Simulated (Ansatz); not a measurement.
# Equilibrium lattice constant a of some cubic elemental metals

Method: r²SCANh in Ansatz (plane waves, PAW). References are measured values corrected to a static lattice. The table is a random draw of 8 from 25 solids with such references.

Values in Å.

| solid | reference | r²SCANh | error (%) |
|---|---|---|---|
| fcc Ca | 5.553¶ | 5.583 | +0.54 |
| bcc W | 3.16 | 3.165 | +0.16 |
| fcc Ag | 4.062 | 4.108 | +1.13 |
| antiferromagnetic bcc Cr | 2.877 | 3.021 | +5.01 |
| bcc Mo | 3.141 | 3.145 | +0.13 |
| bcc K | 5.212¶ | 5.357 | +2.78 |
| bcc Rb | 5.576¶ | 5.760 | +3.30 |
| fcc Pt | 3.913 | 3.927 | +0.36 |

Over these 8 solids the mean error is +1.68 %, the mean absolute error 1.68 % (median 0.84 %), and the worst case antiferromagnetic bcc Cr at +5.01 %; the value is too high in 8 of 8 cases. Over all 25, from unrounded values, the mean error is +0.97 % and the mean absolute error 1.29 % (median 0.86 %).

All these references are brought to a static lattice.

Spin–orbit coupling is left out, also for the solids with elements from indium on (bcc W, fcc Pt); its size isn't shown.

¶ marks references of a special kind: fcc Ca, 5.553 Å (measured, low-temperature or extrapolated to 0 K; zero-point anharmonic expansion removed; as tabulated in Csonka et al. (2009), arXiv:0903.4037); bcc K, 5.212 Å (measured, low-temperature or extrapolated to 0 K; zero-point anharmonic expansion removed; as tabulated in Csonka et al. (2009), arXiv:0903.4037); bcc Rb, 5.576 Å (measured, low-temperature or extrapolated to 0 K; zero-point anharmonic expansion removed; as tabulated in Csonka et al. (2009), arXiv:0903.4037).

Exact exchange on metals is sensitive to the k mesh.

Differences are worked out from the printed values.

Caveats: the cell is over a tenth larger than the published one: the level's own overestimate first of all, though another phase or state, or a fault of the published cell, is possible (antiferromagnetic bcc Cr); the commensurate order stands in for chromium's spin-density wave, and the size of the moments varies much between levels (antiferromagnetic bcc Cr). Ansatz's density-functional and Hartree–Fock values are scalar-relativistic unless marked +SOC, with PAW data made under PBE.

Ansatz's runs of these crystals have no spin polarisation, but for antiferromagnetic bcc Cr. Meta-GGAs and exact exchange favour moments, which can bear on antiferromagnetic bcc Cr, fcc Pt.

Density-functional runs with spin start from opposed moments for antiferromagnetic bcc Cr.

Not in this set, of the elemental metals with a reference value in our tables and a result at some level: 19 for a reference at room or unstated temperature. These can be a level's best or worst cases. Solids without a released value at any level aren't counted. Layered and molecular crystals are counted apart. The metals Ce to Yb are counted apart.

References as tabulated in Mejia-Rodriguez and Trickey (2018), arXiv:1807.09216; Csonka et al. (2009), arXiv:0903.4037; Levämäki et al. (2014), arXiv:1402.3671.

Ansatz is a first-principles code.
